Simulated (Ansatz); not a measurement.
# BSiP+ (quartet): the correlation ladder, def2-TZVPP

An exercise on one series of results from a longer session: the logs are not shown, and one member is left open.

Computed with Ansatz 0.2.0, Gaussian basis. Level: def2-TZVPP, core rule «outside noble gas», up to 11 orbitals frozen.

The runs, in order: UHF; ROHF; CCSD(T) on UHF.

2 further runs of the same task are left out: 2 set aside as unsound or not needed.

**What is computed**

The geometry is a PBE0/def2-TZVP stationary point (not a proven minimum) of the parent state, kept for this charge and spin.

3 atoms, charge 1, spin multiplicity 4.

Atoms are counted from 1 here; the program's logs count them from 0.

Bond lengths: P1–B2 1.761 Å, B2–Si3 1.939 Å. Angles: P1–B2–Si3 180.0°.

Set-up of the first run:

The input, in.yaml:

```yaml
crystal:
  periodic: [false, false, false]
  atoms:
    - {symbol: P, position_ang: [0.000000, 0.000000, -1.820400]}
    - {symbol: B, position_ang: [0.000000, 0.000000, -0.059200]}
    - {symbol: Si, position_ang: [0.000000, 0.000000, 1.879600]}
basis:
  gaussian: {orbitals: def2-TZVPP}
total_charge: 1
magnetization: {spin_polarized: true, initial_magnetization: 3}
hamiltonian: {xc: hf}
output: {orbitals: {seedname: orbitals}}
```

Launch:

```sh
> ansatz run in.yaml --threads 1 --pin off --events-out ev --progress --plain --max-ram 4096MiB --backend cpu
```

Among the steps run: UHF; ROHF; CCSD(T) on UHF.

One table of the session follows, with a row left open; its other results are not shown here.

| method | from UCCSD(T) (kJ/mol) |
| --- | --- |
| ROHF | +761.1 |
| UHF | +732.1 |
| UMP2 | +170.7 |
| UCCSD | ? |
| UCCSD(T) | 0 |

Q: Estimate the row for UCCSD from the others.

The run gave: from UCCSD(T) (kJ/mol): +35.1. In the column «from UCCSD(T) (kJ/mol)» it lies between UCCSD(T) (0) and UMP2 (+170.7).
